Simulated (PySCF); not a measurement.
LiSi⁺, CCSD: how much the basis matters

PySCF, UHF reference; triplet, unpaired electrons σ ↑, π ↑; De to Li⁺ + Si without counterpoise correction. Frozen cores follow the default of each basis and core potential.

```
     basis     relativity  functions  Re (Å)  ωe (cm⁻¹)  De (eV)  frozen orbitals
     3-21G  no relativity         22   2.859        264     0.78                5
6-31G(d,p)  no relativity         32   2.770        285     0.76                5
 def2-TZVP  no relativity         51   2.774        266     0.66                5
```

Q: How does each smaller set differ from the one with most functions, def2-TZVP?

A: 3-21G: +8.5 pm, -0.8 % in ωe, +0.12 eV in De; 6-31G(d,p): -0.4 pm, +7.1 % in ωe, +0.10 eV in De. All at CCSD; the set with most functions is neither the basis-set limit nor always the best.

Correlated steps freeze 5 core orbitals. Correlated levels converge slowly with the basis: in double zeta they bind strong bonds too weakly, by up to about 1 eV, and carry superposition errors of some tenths. For an ion De counts to the pair picked by the measured ionisation energies or electron affinities, which need not be the lowest pair at this level. 3-21G is very small, so such numbers show the basis as much as the molecule. The state is the lowest determinant that a PBE0 search found; another state may lie lower at other levels.
